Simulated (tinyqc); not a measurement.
Inside a calculation. Method: geometry optimisation on the UHF/sto-3g surface (energies and gradients from PySCF), for CH, spin multiplicity 4. Computed by tinyqc, a small Python program that keeps every step (integrals from PySCF). Settings: charge = 0, multiplicity = 4, basis = sto-3g, optimiser = bfgs, first Hessian = 1.0, largest step = 0.5, iteration cap = 30. Command: `OMP_NUM_THREADS=1 python tinyqc.py 23539 23540 out.jsonl` (the two numbers bound the seeds that draw the settings). One thread of a shared host (Intel(R) Xeon(R) Processor @ 2.60GHz), about 0.2 s of CPU time with the checks.

## Step 1: energy and gradient

positions at the start (bohr), order 1C, 2H:
```
[[0.00000, 0.00000, 0.00000],
 [0.00000, 0.00000, 2.00878]]
```

Self-consistent energy and analytic gradient at these positions.

energy = -37.7918301 hartree

gradient (hartree/bohr), order 1C, 2H:
```
[[0.0000000, 0.0000000, 0.0133404],
 [0.0000000, 0.0000000, -0.0133404]]
```

## Step 1: move

Quasi-Newton step p = -H^(-1) g (first H = 1 times the unit matrix); steps longer than 0.5 bohr are cut back.

positions after step 1 (bohr), order 1C, 2H:
```
[[0.00000, 0.00000, -0.01334],
 [0.00000, 0.00000, 2.02212]]
```

## Step 2: energy and gradient

As before.

energy = -37.7920045 hartree

gradient (hartree/bohr), order 1C, 2H:
```
[[0.0000000, 0.0000000, -0.0001068],
 [0.0000000, 0.0000000, 0.0001068]]
```

## Step 2: move

inverse Hessian in use (bohr^2/hartree):
```
[[1.00000, 0.00000, 0.00000, 0.00000, 0.00000, 0.00000],
 [0.00000, 1.00000, 0.00000, 0.00000, 0.00000, 0.00000],
 [0.00000, 0.00000, 0.99603, 0.00000, 0.00000, 0.00397],
 [0.00000, 0.00000, 0.00000, 1.00000, 0.00000, 0.00000],
 [0.00000, 0.00000, 0.00000, 0.00000, 1.00000, 0.00000],
 [0.00000, 0.00000, 0.00397, 0.00000, 0.00000, 0.99603]]
```

Quasi-Newton step p = -H^(-1) g (the inverse Hessian comes from BFGS updates; coordinates in the order x, y, z of each atom); steps longer than 0.5 bohr are cut back.

positions after step 2 (bohr), order 1C, 2H:
```
[[0.00000, 0.00000, -0.01323],
 [0.00000, 0.00000, 2.02201]]
```

## Convergence

Stop when the largest gradient component is below 3e-5 hartree/bohr. The inverse Hessian follows the BFGS update with s = step, y = change of gradient.

Course of the optimisation:
```
step  E (hartree)  largest gradient (hartree/bohr)
1     -37.7918301                         1.33e-02
2     -37.7920045                         1.07e-04
3     -37.7920045                         3.73e-06
```

Final distances (angstrom):
```
pair   distance
2H-1C   1.07701
```

Converged in 3 steps.
